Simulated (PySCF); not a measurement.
Cl4Si. Atoms are numbered in the order given.

```xyz
5

Cl     1.1814    -1.1814     1.1814
Si     0.0000     0.0000     0.0000
Cl    -1.1814    -1.1814    -1.1814
Cl    -1.1814     1.1814     1.1814
Cl     1.1814     1.1814    -1.1814
```

Geometry: B3LYP-D3(BJ)/def2-SVP. The isomer is the one that the SMILES or the coordinates give; other isomers of the formula were not compared.

These are B3LYP-D3(BJ)/def2-SVP (PySCF 2.14.0) values and carry that method's errors.

Frequencies are harmonic and unscaled.

Modes within 1.5 cm⁻¹ of each other (mostly degenerate sets) share a row, with their intensities summed.

| mode | ν (cm⁻¹) | IR (km/mol) | Raman (Å⁴/amu) | depolarisation | moving atoms (share of kinetic energy) |
|---|---|---|---|---|---|
| 1–2 | 143 | 0.0 | 5.3 | 0.75 | Cl 100 % |
| 3–5 | 214 | 22.2 | 10.6 | 0.75 | Cl 84 %, Si 16 % |
| 6 | 411 | 0.0 | 15.6 | 0.00 | Cl 100 % |
| 7–9 | 623 | 550.5 | 4.4 | 0.75 | Si 67 %, Cl 33 % |
